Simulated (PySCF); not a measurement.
phosphanylidenephosphane, H₂P₂, SMILES [H]/P=P\[H], point group C2v.

Level: PBE0/pcSseg-2 in PySCF (density fitting, grid level 2); geometry and Hessian at that level, cubic constants and property derivatives from steps of ±0.6 along each species' dimensionless normal coordinates, second-order vibrational perturbation theory. The parent has the commonest isotopes.

Equilibrium geometry (Å):

```tsv
atom	x	y	z
P1	1.0106	-0.7143	-0.0050
P2	-1.0128	-0.6812	-0.0486
H3	1.2648	0.6869	0.0079
H4	-1.2216	0.7276	-0.0457
```

Q: Give the equilibrium and ground-state rotational constants (MHz) of parent; ²H at 3; ²H at 3, ²H at 4.

A: 
```tsv
species	Ae	Be	Ce	A0	B0	C0	Δ0 (u Å²)	harmonic ZPE (cm⁻¹)
parent	131110	7591.3	7175.8	130490	7565.1	7141.4	0.090	3836
²H at 3	89533	7415.7	6848.4	89224	7389.9	6814.3	0.112	3348
²H at 3, ²H at 4	67668	7252.2	6550.2	67445	7227.6	6517.6	0.124	2852
```

Δ0 = Ic − Ia − Ib from the ground-state constants.

Q: How is the parent's vibrational correction B0 − Be made up?

A: 
```json
{"axis": "a", "harmonic": "860", "Coriolis": "-298", "cubic": "-1180", "total (MHz)": "-613"}
{"axis": "b", "harmonic": "15.4", "Coriolis": "-0.023", "cubic": "-41.7", "total (MHz)": "-26.3"}
{"axis": "c", "harmonic": "7.77", "Coriolis": "-1.47", "cubic": "-40.8", "total (MHz)": "-34.5"}
```

Q: And its quartic centrifugal distortion constants from the harmonic force field?

A: Asymmetric top, A reduction, Ir representation: ΔJ = 4.32 kHz, ΔJK = 92.1 kHz, ΔK = 1980 kHz, δJ = 0.232 kHz, δK = 51.5 kHz.
